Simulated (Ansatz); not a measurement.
# C₃H₇Cl (singlet): from Hartree-Fock to the top rungs, 6-31G*

Aim: climb from Hartree-Fock through coupled cluster and multireference methods for C₃H₇Cl (singlet) at one geometry and basis, and see what each rung misses.

The runs use Ansatz 0.2.0, Gaussian basis; 6-31G*, core rule «outside noble gas», up to 8 orbitals frozen.

The runs, in order: UHF; CCSD(T) on RHF; BCCD(T) on RHF; CISD; CCSDT(Q) on RHF; CASSCF and MRCISD+Q, 8 electrons in 8 orbitals; CASSCF and MRCISD+Q(relaxed), 8 electrons in 8 orbitals; CASSCF and NEVPT2, 8 electrons in 8 orbitals.

18 further runs of the same task are left out: 1 that didn't finish, 17 set aside as unsound or not needed.

## Step 1: The system

The geometry is an MP2(full)/6-31G* stationary point (not a proven minimum).

11 atoms, charge 0, spin multiplicity 1.

Atoms are counted from 1 here; the program's logs count them from 0.

Bond lengths: C1–C2 1.526 Å, C1–C3 1.516 Å, C1–H4 1.094 Å, C1–H5 1.094 Å, C2–H6 1.093 Å, C2–H8 1.094 Å, C2–H9 1.094 Å, C3–Cl7 1.789 Å, C3–H10 1.091 Å, C3–H11 1.091 Å. Angles: C2–C1–C3 111.0°, C2–C1–H4 110.3°, C2–C1–H5 110.3°, C3–C1–H4 109.1°, C3–C1–H5 109.1°, H4–C1–H5 106.9°, C1–C2–H6 110.8°, C1–C2–H8 111.2°, C1–C2–H9 111.2°, H6–C2–H8 107.8°, H6–C2–H9 107.8°, H8–C2–H9 108.0°, C1–C3–Cl7 111.7°, C1–C3–H10 111.1°, C1–C3–H11 111.1°, Cl7–C3–H10 107.0°, Cl7–C3–H11 107.0°, H10–C3–H11 108.6°.

## Step 2: UHF

Contents of in.yaml:

```yaml
crystal:
  periodic: [false, false, false]
  atoms:
    - {symbol: C, position_ang: [1.049398, -0.651811, 0.000000]}
    - {symbol: C, position_ang: [2.522356, -0.254635, 0.000000]}
    - {symbol: C, position_ang: [0.156769, 0.573454, 0.000000]}
    - {symbol: H, position_ang: [0.820500, -1.261584, 0.879201]}
    - {symbol: H, position_ang: [0.820500, -1.261584, -0.879201]}
    - {symbol: H, position_ang: [3.162245, -1.140391, 0.000000]}
    - {symbol: Cl, position_ang: [-1.576041, 0.130276, 0.000000]}
    - {symbol: H, position_ang: [2.771651, 0.338237, -0.884730]}
    - {symbol: H, position_ang: [2.771651, 0.338237, 0.884730]}
    - {symbol: H, position_ang: [0.329650, 1.186369, 0.886460]}
    - {symbol: H, position_ang: [0.329650, 1.186369, -0.886460]}
basis:
  gaussian: {orbitals: "6-31G*"}
magnetization: {spin_polarized: true, initial_magnetization: 0}
hamiltonian: {xc: hf}
output: {orbitals: {seedname: orbitals}}
```

Run with:

```bash
$ ansatz run in.yaml --threads 1 --pin off --events-out ev --progress --plain --max-ram 2880MiB --backend cpu
```

After this run come: CCSD(T) on RHF; BCCD(T) on RHF; CISD; CCSDT(Q) on RHF; CASSCF and MRCISD+Q, 8 electrons in 8 orbitals; CASSCF and MRCISD+Q(relaxed), 8 electrons in 8 orbitals; CASSCF and NEVPT2, 8 electrons in 8 orbitals.

Q: Predict the results of all the runs planned. Wanted: RCCSDT(Q) below the RHF energy; RMP2 from RCCSDT(Q); RCCSD from RCCSDT(Q); RCCSD(T) from RCCSDT(Q); NEVPT2 frontier from RCCSDT(Q); MRCISD+Q frontier from RCCSDT(Q); MRCISD+Q(relaxed) frontier from RCCSDT(Q); T1 diagnostic.

The runs gave:

| quantity | value |
| --- | --- |
| RCCSDT(Q) below the RHF energy | -16.1293 eV |
| RMP2 from RCCSDT(Q) | +43.10 kcal/mol |
| RCCSD from RCCSDT(Q) | +10.99 kcal/mol |
| RCCSD(T) from RCCSDT(Q) | +1.08 kcal/mol |
| NEVPT2 frontier from RCCSDT(Q) | +47.91 kcal/mol |
| MRCISD+Q frontier from RCCSDT(Q) | +8.63 kcal/mol |
| MRCISD+Q(relaxed) frontier from RCCSDT(Q) | +8.16 kcal/mol |
| levels within 1 kcal/mol (43 meV) | RCCSDT |
| T1 diagnostic | 0.008 |

**Reading.** RCCSD(T) misses by +1.08 kcal/mol, 0.3 % of the correlation energy. Of the multireference levels listed MRCISD+Q(relaxed) frontier comes nearest in total energy (+8.16 kcal/mol), which doesn't show that its space is the better one. These misses are within one basis, not against nature.
